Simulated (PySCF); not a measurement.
Bonds broken one at a time in the series silaethenyl-X. Isolated molecules, 0 K electronic values unless said otherwise. One relaxed conformer stands for each flexible species; it need not be the lowest. Strings in code marks are SMILES.

Computed with PBE0-D3(BJ)/def2-TZVP (PySCF). 

```
species                                             dipole moment (D)
--------------------------------------------------  -----------------
whole molecule (`C=[SiH]CC` (C–Si–C–C torsion 1°))                  –
radical fragment (`C[CH]C`)                                      0.21
whole molecule (`N#C[SiH]=C`)                                     ___
radical fragment (`C[S]`)                                        1.74
```

**Question.** Fill in the missing entries.

**Answer.** 
- whole molecule (`N#C[SiH]=C`), dipole moment (D): 3.12
